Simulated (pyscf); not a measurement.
Thermochemistry of product channels of CH₄ (SMILES C) + NH₂• (SMILES [NH2]) on the doublet surface, in kcal/mol, from ωB97M-D3(BJ)/def2-TZVP energies (ideal gas, 1 atm, RRHO with modes under 100 cm⁻¹ raised to 100, one conformer, R ln 2 for rigid chiral ones). Structures and frequencies: ωB97X-D3(BJ)/def2-SVP in PySCF.

| products | ΔE | ΔH(298 K) | ΔG(600 K) | ΔG(1200 K) |
|---|---|---|---|---|
| H₃C–NH₂ (SMILES CN) + H• (SMILES [H]) | +20.1 | +19.8 | +23.5 | +26.0 |
| H₃C–NH• (SMILES C[NH]) + H₂ (SMILES [H][H]) | +17.9 | +15.0 | +15.6 | +14.7 |
| CH₃• (SMILES [CH3]) + NH₃ (SMILES N) | [?] | -1.7 | -2.8 | -4.4 |
| •H₂C–NH₂ (SMILES [CH2]N) + H₂ (SMILES [H][H]) | [?] | +8.5 | +9.2 | [?] |

Task: Some entries are withheld; supply them.

Result: 
- CH₃• (SMILES [CH3]) + NH₃ (SMILES N), ΔE: -1.9
- •H₂C–NH₂ (SMILES [CH2]N) + H₂ (SMILES [H][H]), ΔE: +10.7
- •H₂C–NH₂ (SMILES [CH2]N) + H₂ (SMILES [H][H]), ΔG(1200 K): +8.2

These are energies of the channels, which say nothing of barriers.
